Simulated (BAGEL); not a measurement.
**[BPNH6]− (SMILES N[BH2-]P) at 4 levels**

Aim: a comparison of 4 runs (B3LYP/6-31G*, B3LYP/def2-SVPD, PBE0/def2-SVPD, RI-MP2/def2-SVPD) of [BPNH6]−. 

The results are computed with BAGEL 1.2.2.

1 further run of the same task is left out (it didn't finish). Runs told in other sessions of the task aren't counted.

### 1 The system as given

The species is [BPNH6]− (9 atoms), meant as a singlet with charge -1. As SMILES, `N[BH2-]P`. The coordinates come from a GFN2-xTB relaxation. This is one conformer, not always the lowest.

Bond lengths: N1–B2 1.520 Å, B2–P3 2.084 Å, N1–H4 1.015 Å, N1–H5 1.015 Å, B2–H6 1.208 Å, B2–H7 1.209 Å, P3–H8 1.383 Å, P3–H9 1.380 Å. Some angles: N1–B2–P3 110.7°, N1–B2–H6 111.4°, N1–B2–H7 111.2°, P3–B2–H6 105.7°, P3–B2–H7 104.5°, B2–N1–H4 111.3°, B2–N1–H5 111.2°, B2–P3–H8 97.7°, B2–P3–H9 97.3°, H6–B2–H7 113.0°.

### 2 The energy at B3LYP/6-31G(d) (density fitting with qzvpp-jkfit, spherical functions) (run 1)

Input file input.json:

```json
{ "bagel": [

{
  "title": "molecule",
  "basis": "6-31gs.json",
  "df_basis": "qzvpp-jkfit",
  "angstrom": true,
  "geometry": [
    { "atom": "N", "xyz": [       0.001820,       0.523030,      -1.451820 ] },
    { "atom": "B", "xyz": [      -0.511580,       0.449040,      -0.023200 ] },
    { "atom": "P", "xyz": [       0.881220,      -0.486430,       1.212320 ] },
    { "atom": "H", "xyz": [       0.205330,      -0.401390,      -1.818930 ] },
    { "atom": "H", "xyz": [       0.867790,       1.049380,      -1.503750 ] },
    { "atom": "H", "xyz": [      -1.514910,      -0.219340,       0.049740 ] },
    { "atom": "H", "xyz": [      -0.643560,       1.553240,       0.451670 ] },
    { "atom": "H", "xyz": [       0.664350,      -1.784930,       0.787860 ] },
    { "atom": "H", "xyz": [       0.049540,      -0.682600,       2.296090 ] }
  ]
},

{ "title": "ks", "xc_func": "b3lyp", "charge": -1 },

{ "title": "print", "file": "orbitals.molden", "orbitals": true }

]}
```

The basis set 6-31G* is read from a file made from the Basis Set Exchange's data (not shown).

On the command line:

```
$ BAGEL_NUM_THREADS=1 BAGEL input.json > input.out
```

Log:

```text
* using 1 threads per process

  ===============================================================
  ===============================================================

  *** Geometry ***

  { "atom" : "N", "xyz" : [      0.003439,      0.988383,     -2.743542 ] },
  { "atom" : "B", "xyz" : [     -0.966746,      0.848563,     -0.043842 ] },
  { "atom" : "P", "xyz" : [      1.665264,     -0.919219,      2.290953 ] },
  { "atom" : "H", "xyz" : [      0.388017,     -0.758517,     -3.437280 ] },
  { "atom" : "H", "xyz" : [      1.639885,      1.983041,     -2.841676 ] },
  { "atom" : "H", "xyz" : [     -2.862765,     -0.414493,      0.093995 ] },
  { "atom" : "H", "xyz" : [     -1.216152,      2.935198,      0.853533 ] },
  { "atom" : "H", "xyz" : [      1.255440,     -3.373029,      1.488840 ] },
  { "atom" : "H", "xyz" : [      0.093617,     -1.289927,      4.338981 ] },

  Number of auxiliary basis functions:      388

  Since a DF basis is specified, we compute 2- and 3-index integrals:
    o Being stored without compression. Storage requirement is 0.010 GB

  Number of basis functions:       58
  Number of electrons      :       33

    * METHOD: MOLECULE                             0.14

  *** Kohn-Sham DFT ***

    * Removing 16054 points whose weight is below 1.00e-10
    * Grid points: 118100

  === Nuclear Repulsion ===
    96.8366284206

       - DIIS with orbital gradients will be used.

  === KS iteration (b3lyp / 6-31gs.json) ===
      0       -402.18584088          0.13893812           0.26
      1       -408.36182996          0.12426995           0.25
      2       -373.97793690          0.13392106           0.25
      3       -401.91775299          0.19745121           0.25
      4       -420.37769487          0.09014270           0.25
      5       -424.35913260          0.03018766           0.24
      6       -424.53406620          0.01346368           0.24
      7       -424.56473972          0.00918856           0.25
      8       -424.58757084          0.00202453           0.25
      9       -424.58879681          0.00016421           0.24
     10       -424.58880387          0.00005902           0.25
     11       -424.58880471          0.00001516           0.24
     12       -424.58880479          0.00000632           0.24
     13       -424.58880481          0.00000093           0.25
     14       -424.58880481          0.00000031           0.25
     15       -424.58880481          0.00000008           0.24
     16       -424.58880481          0.00000003           0.24
     17       -424.58880481          0.00000001           0.25
    * SCF iteration converged.

    * Permanent dipole moment:
           (   -0.634854,     0.542220,     0.207612) a.u.

    * METHOD: KS                                   4.97

    * METHOD: PRINT                                0.01

  ===============================================================
```

Wall time 5.4 s (1 thread of Arm Neoverse V1, shared host); peak memory 0.34 GiB.

### 3 A single-point energy at B3LYP/def2-SVPD (density fitting with qzvpp-jkfit) (run 2)

Changes to input.json since step 2:

```diff
@@ -4,3 +4,3 @@
   "title": "molecule",
-  "basis": "6-31gs.json",
+  "basis": "def2-svpd.json",
   "df_basis": "qzvpp-jkfit",
```

The basis set def2-SVPD is read from a file made from the Basis Set Exchange's data (not shown).

On the command line:

```
$ BAGEL_NUM_THREADS=1 BAGEL input.json > input.out
```

Log:

```text
* using 1 threads per process

  ===============================================================
  ===============================================================

  *** Geometry ***

  { "atom" : "N", "xyz" : [      0.003439,      0.988383,     -2.743542 ] },
  { "atom" : "B", "xyz" : [     -0.966746,      0.848563,     -0.043842 ] },
  { "atom" : "P", "xyz" : [      1.665264,     -0.919219,      2.290953 ] },
  { "atom" : "H", "xyz" : [      0.388017,     -0.758517,     -3.437280 ] },
  { "atom" : "H", "xyz" : [      1.639885,      1.983041,     -2.841676 ] },
  { "atom" : "H", "xyz" : [     -2.862765,     -0.414493,      0.093995 ] },
  { "atom" : "H", "xyz" : [     -1.216152,      2.935198,      0.853533 ] },
  { "atom" : "H", "xyz" : [      1.255440,     -3.373029,      1.488840 ] },
  { "atom" : "H", "xyz" : [      0.093617,     -1.289927,      4.338981 ] },

  Number of auxiliary basis functions:      388

  Since a DF basis is specified, we compute 2- and 3-index integrals:
    o Being stored without compression. Storage requirement is 0.039 GB

  Number of basis functions:      112
  Number of electrons      :       33

    * METHOD: MOLECULE                             0.18

  *** Kohn-Sham DFT ***

    * Removing 16054 points whose weight is below 1.00e-10
    * Grid points: 118100

  === Nuclear Repulsion ===
    96.8366284206

       - DIIS with orbital gradients will be used.

  === KS iteration (b3lyp / def2-svpd.json) ===
      0       -402.93262852          0.08096743           0.45
      1       -400.79183013          0.12134060           0.43
      2       -405.61204953          0.11221780           0.45
      3       -415.17410678          0.09798098           0.45
      4       -423.71750078          0.03700256           0.46
      5       -424.36466451          0.01383853           0.46
      6       -424.42014034          0.01120813           0.46
      7       -424.46455285          0.00498220           0.46
      8       -424.47690902          0.00163651           0.45
      9       -424.47839578          0.00054113           0.46
     10       -424.47856031          0.00011073           0.45
     11       -424.47856557          0.00003207           0.45
     12       -424.47856599          0.00002450           0.45
     13       -424.47856629          0.00000251           0.45
     14       -424.47856629          0.00000264           0.46
     15       -424.47856630          0.00000019           0.45
     16       -424.47856630          0.00000006           0.45
     17       -424.47856630          0.00000002           0.45
     18       -424.47856630          0.00000001           0.44
    * SCF iteration converged.

    * Permanent dipole moment:
           (   -0.701520,     0.500051,     0.142395) a.u.

    * METHOD: KS                                   9.34

    * METHOD: PRINT                                0.03

  ===============================================================
```

Wall time 9.9 s (1 thread of Arm Neoverse V1, shared host); peak memory 0.58 GiB.

Run 3 isn't shown in full; the table further down has it.

### 4 The energy at RI-MP2/def2-SVPD (density fitting with qzvpp-jkfit) (run 4)

Changes to input.json since step 3:

```diff
@@ -20,5 +20,12 @@
 
-{ "title": "ks", "xc_func": "b3lyp", "charge": -1 },
+{
+  "title": "hf",
+  "charge": -1
+},
 
-{ "title": "print", "file": "orbitals.molden", "orbitals": true }
+{
+  "title": "mp2",
+  "charge": -1,
+  "ncore": 7
+}
```

The basis set def2-SVPD is read from a file made from the Basis Set Exchange's data (not shown).

On the command line:

```
$ BAGEL_NUM_THREADS=1 BAGEL input.json > input.out
```

Log:

```text
* using 1 threads per process

  ===============================================================
  ===============================================================

  *** Geometry ***

  { "atom" : "N", "xyz" : [      0.003439,      0.988383,     -2.743542 ] },
  { "atom" : "B", "xyz" : [     -0.966746,      0.848563,     -0.043842 ] },
  { "atom" : "P", "xyz" : [      1.665264,     -0.919219,      2.290953 ] },
  { "atom" : "H", "xyz" : [      0.388017,     -0.758517,     -3.437280 ] },
  { "atom" : "H", "xyz" : [      1.639885,      1.983041,     -2.841676 ] },
  { "atom" : "H", "xyz" : [     -2.862765,     -0.414493,      0.093995 ] },
  { "atom" : "H", "xyz" : [     -1.216152,      2.935198,      0.853533 ] },
  { "atom" : "H", "xyz" : [      1.255440,     -3.373029,      1.488840 ] },
  { "atom" : "H", "xyz" : [      0.093617,     -1.289927,      4.338981 ] },

  Number of auxiliary basis functions:      388

  Since a DF basis is specified, we compute 2- and 3-index integrals:
    o Being stored without compression. Storage requirement is 0.039 GB

  Number of basis functions:      112
  Number of electrons      :       33

    * METHOD: MOLECULE                             0.18

  *** RHF ***

  === Nuclear Repulsion ===
    96.8366284206

      * DIIS with orbital gradients will be used.

  === RHF iteration (def2-svpd.json) ===
      0       -422.96643442          0.02106882           0.06
      1       -423.12893256          0.01431220           0.06
      2       -423.21358482          0.00169764           0.06
      3       -423.21630913          0.00047533           0.06
      4       -423.21651007          0.00015304           0.06
      5       -423.21653574          0.00003214           0.06
      6       -423.21653720          0.00000722           0.06
      7       -423.21653726          0.00000233           0.06
      8       -423.21653727          0.00000081           0.06
      9       -423.21653727          0.00000030           0.06
     10       -423.21653727          0.00000012           0.06
     11       -423.21653727          0.00000004           0.06
     12       -423.21653727          0.00000001           0.06
     13       -423.21653727          0.00000000           0.06
    * SCF iteration converged.

    * Permanent dipole moment:
           (   -0.688966,     0.547123,     0.125293) a.u.

    * METHOD: HF                                   0.98

  *** RHF ***

  === Nuclear Repulsion ===
    96.8366284206

      * DIIS with orbital gradients will be used.

  === RHF iteration (def2-svpd.json) ===
      0       -423.21653727          0.00000000           0.06
    * SCF iteration converged.

    * Permanent dipole moment:
           (   -0.688965,     0.547123,     0.125293) a.u.

  === DF-MP2 calculation ===

    * freezing 7 orbitals
    * 3-index integral transformation done
    * assembly done

      MP2 correlation energy:   -0.4452103282      0.05

      MP2 total energy:       -423.6617476013

    * METHOD: MP2                                  0.18

  ===============================================================
```

Wall time 1.5 s (1 thread of Arm Neoverse V1, shared host); peak memory 0.12 GiB.

### 5 Overview of the runs

```csv
run,level,frozen core orbitals,energy (Eh),HOMO energy (eV),LUMO energy (eV),HOMO–LUMO gap (eV),wall time
1,"B3LYP/6-31G* (density fitting with qzvpp-jkfit, spherical functions)",–,-424.588805,0.28,6.50,6.22,5.4 s
2,B3LYP/def2-SVPD (density fitting with qzvpp-jkfit),–,-424.478566,-0.39,4.28,4.67,9.9 s
3,PBE0/def2-SVPD (density fitting with qzvpp-jkfit),–,-424.214412,-0.58,4.52,5.10,11 s
4,RI-MP2/def2-SVPD (density fitting with qzvpp-jkfit),7,-423.661748,–,–,–,1.5 s
```

### 6 Outcome

| quantity | value |
| --- | --- |
| run 4: total energy | -423.66175 Eh |
| run 4: correlation energy (7 core orbitals frozen) | -445.2 mEh |

What this shows: Over runs 1, 2, 3 the HOMO–LUMO gap runs from 4.67 eV (B3LYP/def2-SVPD) to 6.22 eV (B3LYP/6-31G*). The empty levels of an anion lie above zero and hang on the basis. Totals of different functionals can't be ranked against each other. In run 1 the HOMO lies above zero, from self-interaction, a short basis or an electron that isn't bound. All runs together took 27 s, the longest 11 s.
